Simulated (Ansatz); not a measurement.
Geometry optimisation, RKS PBE0/def2-SVP (Ansatz 0.2.0).

Input:

```yaml
crystal:
  periodic: [false, false, false]
  atoms:
    - { symbol: Al, position_ang: [0.0, 0.0, 0.0] }
    - { symbol: C, position_ang: [0.0, 0.0, 1.97] }
    - { symbol: H, position_ang: [-0.9996, -0.3092, 2.3405] }
    - { symbol: H, position_ang: [0.7676, -0.7111, 2.3405] }
    - { symbol: H, position_ang: [0.232, 1.0203, 2.3405] }
    - { symbol: H, position_ang: [1.351, 0.0, -0.78] }
    - { symbol: H, position_ang: [-1.351, 0.0, -0.78] }
basis:
  gaussian: { orbitals: def2-SVP }
hamiltonian:
  xc: pbe0
relax:
  f_tol: 0.02
  max_steps: 40
```

Command:

```bash
$ ansatz run input.yaml --threads 1 --pin off --max-ram 2048MiB --backend cpu --events-out ev --progress --plain --runs-dir out
```

Question: Where does it end, and by what steps?

Answer: It converged. After 3 steps the energy has fallen by 0.036 eV; H3 moved furthest, 0.05 Å.

| step | energy less start (eV) | largest force component (eV/Å) | accepted |
| --- | --- | --- | --- |
| 0 | 0.0000 | 0.648 | yes |
| 1 | -0.0337 | 0.206 | yes |
| 2 | -0.0356 | 0.035 | yes |
| 3 | -0.0357 | 0.012 | yes |

```xyz
7
Properties=species:S:1:pos:R:3
Al -0.007 -0.007 0.002
C -0.009 -0.015 1.958
H -0.982 -0.299 2.389
H 0.761 -0.690 2.368
H 0.233 0.993 2.340
H 1.372 0.009 -0.799
H -1.369 0.009 -0.826
```

Whether the end is a true minimum wasn't checked by a vibrational analysis.

Run time: 8.8 s on 1 thread of Intel(R) Xeon(R) Platinum 8259CL CPU @ 2.50GHz (Skylake/Cascade Lake), on a shared host, peak memory 0.12 GiB.
